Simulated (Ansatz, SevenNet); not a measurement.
For cubic perovskite BaTiO3 (cubic high-temperature phase), the machine-learned potential SevenNet-0 (trained on PBE and PBE+U data) gives:

```
Property                           Value
------------------------------  --------
equilibrium lattice constant a   4.035 Å
elastic constant C11             275 GPa
elastic constant C44             108 GPa
Voigt–Reuss–Hill shear modulus  98.5 GPa
```

Problem. What does r²SCAN (Ansatz, a quantum-chemistry and plane-wave program, plane waves, PAW) give for the same quantities?

Solution. 
- lattice constant a: 3.994 Å (shrinks by 1.0 %)
- elastic constant C11: 315 GPa (increases by 15 %)
- elastic constant C44: 133 GPa (goes up by 23 %)
- Voigt–Reuss–Hill shear modulus: 119 GPa (goes up by 21 %)

Changes are worked out from the printed values.

Unless a cell is named, each level is at its own relaxed cell (SevenNet-0 13.14, r²SCAN 12.74 Å³/atom).

Caveats: the relaxation could not lower the start's symmetry, so the cell can be a saddle point above a distorted one (SevenNet-0, r²SCAN). Ansatz's density-functional and Hartree–Fock values are scalar-relativistic unless marked +SOC, with PAW data made under PBE.
